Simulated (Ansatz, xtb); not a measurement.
C2H4N+: which of two isomers lies lower

Structure a: `C=C=[NH2+]`, a singlet. Structure b: `C#[N+]C`, a singlet. Both are isolated ions in the gas phase, relaxed with B3LYP-D4/def2-TZVP.

a (Å):

```xyz
7

C    -2.0603   -2.1271   -1.3009
C    -0.8079   -2.0304   -1.5404
N     0.4204   -1.9354   -1.7753
H    -2.5612   -3.0896   -1.3702
H    -2.6375   -1.2478   -1.0255
H     0.7720   -1.7456   -2.7146
H     1.1160   -2.0442   -1.0362
```

b (Å):

```yaml
atoms:
  - { symbol: C, position_ang: [-2.2805, -2.7438, -1.3701] }
  - { symbol: C, position_ang: [0.0170, -1.6320, -1.6251] }
  - { symbol: N, position_ang: [-1.2654, -2.2525, -1.4829] }
  - { symbol: H, position_ang: [-3.2449, -3.2106, -1.2630] }
  - { symbol: H, position_ang: [-0.0287, -0.6532, -1.1486] }
  - { symbol: H, position_ang: [0.2281, -1.5372, -2.6899] }
  - { symbol: H, position_ang: [0.7542, -2.2688, -1.1371] }
```

Quicker runs give these differences E(b) − E(a): GFN2-xTB −0.079 eV; HF/STO-3G −0.274 eV (at GFN2-xTB geometries); r2SCAN-D4/def2-SVP +0.057 eV (at GFN2-xTB geometries).

Estimate which is lower in electronic energy at CCSD(T)/def2-TZVPP, and by roughly how much.

The CCSD(T)/def2-TZVPP calculation puts structure b lower, by 0.200 eV.

Level by level:

```csv
level,geometry,E(b) − E(a) (eV),departure from the last row (eV),"job, with rough time for the two"
GFN2-xTB,GFN2-xTB,−0.079,+0.121,"optimisation, 0.1 s"
HF/STO-3G,GFN2-xTB,−0.274,−0.074,"single point, 0.12 s"
r2SCAN-D4/def2-SVP,GFN2-xTB,+0.057,+0.257,"single point, 1.5 s"
B3LYP-D4/def2-TZVP,B3LYP-D4/def2-TZVP,−0.018,+0.182,"optimisation, 11 s"
HF/def2-TZVPP,B3LYP-D4/def2-TZVP,−0.153,+0.048,part of the CCSD(T) run
MP2/def2-TZVPP,B3LYP-D4/def2-TZVP,−0.378,−0.177,part of the CCSD(T) run
CCSD(T)/def2-TZVPP,B3LYP-D4/def2-TZVP,−0.200,,"single point, 21 s"
```

As drawn, b has 1 C≡N, 1 C–N, 2 C–H in place of 1 C=C, 1 C=N, 2 N–H.

r2SCAN-D4/def2-SVP puts the two in the other order. B3LYP-D4/def2-TZVP finds them nearly level. The largest departure from CCSD(T)/def2-TZVPP is that of r2SCAN-D4/def2-SVP, 0.257 eV.

With harmonic frequencies from B3LYP-D4/def2-TZVP (ideal gas, rigid rotor, one conformer each, 400 K, 1 atm): the zero-point term adds −0.008 eV; ΔH is −0.207 and ΔG −0.195 eV.

The correlated steps freeze 3 core orbitals. Programs: Ansatz 0.2.0, xtb 6.7.1; the last row on 2 threads of Arm Neoverse V1 on a shared host.
